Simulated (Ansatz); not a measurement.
# SiBH4 radical (SMILES [BH][SiH3]): one structure at several levels

One table from this session's results is given with a row withheld; the runs are named, their logs left out.

Method: single points in def2-TZVPP; program: Ansatz 0.2.0, Gaussian basis.

Cores are frozen in the correlated methods. Orbitals are unrestricted. B3LYP uses VWN-RPA correlation.

## Where the work starts

SMILES `[BH][SiH3]`, 6 atoms, charge 0, spin multiplicity 2.

Atoms are counted from 1 here; the program's logs count them from 0.

Bond lengths: B1–Si2 1.913 Å, B1–H3 1.266 Å, Si2–H4 1.513 Å, Si2–H5 1.407 Å, Si2–H6 1.387 Å. Angles: Si2–B1–H3 144.2°, B1–Si2–H4 119.9°, B1–Si2–H5 111.8°, B1–Si2–H6 114.5°, H4–Si2–H5 96.0°, H4–Si2–H6 108.1°, H5–Si2–H6 104.0°.

As a file:

```
B     0.91010   -0.76590    0.70580
Si   -0.29880    0.44870   -0.14490
H     1.16330   -1.98950    0.90740
H    -1.55170   -0.07580   -0.81180
H     0.26010    1.01550   -1.30460
H    -0.65000    1.54530    0.62840
```

The first run:

File run/in.yaml:

```yaml
crystal:
  periodic: [false, false, false]
  atoms:
    - {symbol: B, position_ang: [0.910100, -0.765900, 0.705800]}
    - {symbol: Si, position_ang: [-0.298800, 0.448700, -0.144900]}
    - {symbol: H, position_ang: [1.163300, -1.989500, 0.907400]}
    - {symbol: H, position_ang: [-1.551700, -0.075800, -0.811800]}
    - {symbol: H, position_ang: [0.260100, 1.015500, -1.304600]}
    - {symbol: H, position_ang: [-0.650000, 1.545300, 0.628400]}
basis:
  gaussian: {orbitals: def2-TZVPP}
magnetization: {spin_polarized: true, initial_magnetization: 1}
correlation: {method: ccsd_t}
scf: {omitted_lower_state_checks: [cluster_reference]}
output: {forces: true}
```

The command line of these runs was not kept.

Among the steps run: CCSD(T)/def2-TZVPP; PBE0-D4/def2-TZVPP; wB97M-V/def2-TZVPP; r2SCAN-D4/def2-TZVPP; PBE-D4/def2-TZVPP; B3LYP-D4/def2-TZVPP; wB97X-V/def2-TZVPP.

One of the session's tables, all rows but one given; the rest of the session is left out.

| method | RMS force component (eV/Å) | angle to CCSD(T) forces (°) | dipole (D) |
| --- | --- | --- | --- |
| CCSD(T) | 1.172 | reference | 0.54 |
| PBE0-D4 | 1.141 | 5.9 | 0.46 |
| wB97M-V | ? | ? | ? |
| r2SCAN-D4 | 1.129 | 6.6 | 0.40 |
| PBE-D4 | 1.124 | 11.8 | 0.34 |
| B3LYP-D4 | 1.130 | 3.8 | 0.48 |
| wB97X-V | 1.162 | 2.1 | 0.55 |

Estimate the missing values for wB97M-V.

The run gave: RMS force component (eV/Å): 1.132; angle to CCSD(T) forces (°): 3.8; dipole (D): 0.53. In the column «RMS force component (eV/Å)» it lies between B3LYP-D4 (1.130) and PBE0-D4 (1.141).
